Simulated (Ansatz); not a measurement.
Input file:

```yaml
crystal:
  periodic: [false, false, false]
  atoms:
    - {symbol: C, position_ang: [0.000000, 0.000000, 0.000000]}
    - {symbol: Li, position_ang: [0.000000, 0.000000, 3.153000]}
basis:
  gaussian: {orbitals: "6-31++G**"}
total_charge: -1
magnetization: {spin_polarized: true, initial_magnetization: 2}
correlation: {method: ccsd_t, electrons: all}
output: {forces: true}
```

```sh
$ ansatz run in.yaml --threads 1 --pin off --events-out ev --progress --plain --max-ram 2393MiB
```

Output:

```
350 factors; integrals over basis functions are off by at most 5.8e-4 eV
mean field evaluation 1: about -1209.3821 eV, gradient 2.9e1 eV
mean field evaluation 2: about -1209.4099 eV, gradient 2.9e1 eV
mean field evaluation 4: about -1217.3269 eV, gradient 2.5e1 eV
mean field evaluation 8: about -1225.2428 eV, gradient 5.1e0 eV
mean field evaluation 16: about -1227.5906 eV, gradient 3.0e-1 eV
mean field evaluation 32: about -1229.0338 eV, gradient 2.5e-1 eV
mean field evaluation 64: about -1226.1435 eV, gradient 1.1e1 eV
mean field evaluation 96: about -1228.1032 eV, gradient 1.5e-1 eV
mean field evaluation 128: about -1222.1922 eV, gradient 1.2e1 eV
mean field evaluation 160: about -1227.1831 eV, gradient 1.5e-1 eV
...
cycle  10  -2.56634368 eV  change    4.7e-6 eV  update   1.3e-4
cycle  11  -2.56650276 eV  change   -1.6e-4 eV  update   8.3e-5
cycle  12  -2.56652606 eV  change   -2.3e-5 eV  update   3.5e-5
cycle  13  -2.56652091 eV  change    5.1e-6 eV  update   1.9e-5
cycle  14  -2.56651438 eV  change    6.5e-6 eV  update   9.4e-6
cycle  15  -2.56651104 eV  change    3.3e-6 eV  update   5.5e-6
cycle  16  -2.56651069 eV  change    3.6e-7 eV  update   3.5e-6
cycle  17  -2.56651155 eV  change   -8.7e-7 eV  update   1.8e-6
cycle  18  -2.56651238 eV  change   -8.3e-7 eV  update   1.3e-6
cycle  19  -2.56651274 eV  change   -3.6e-7 eV  update   1.0e-6
perturbative correction -0.07988490 eV, -0.0029357160 hartree
the calculation of the forces begins
Total energy: -1231.69423862 eV, -45.2639283971 hartree
Atom 0 at     0.000000     0.000000     0.000000 Å, force     0.000000    -0.000000     0.749394 eV/Å
Atom 1 at     0.000000     0.000000     3.153000 Å, force    -0.000000     0.000000    -0.749394 eV/Å
Dipole moment:     0.000000    -0.000000    -0.573799 e Å
```

Forces (eV/Å):
```
C    0.000  0.000  0.749
Li   0.000  0.000 -0.749
```

Ran on 1 thread of Arm Neoverse V1, shared host: 8 s wall, 0.16 GiB peak host memory.
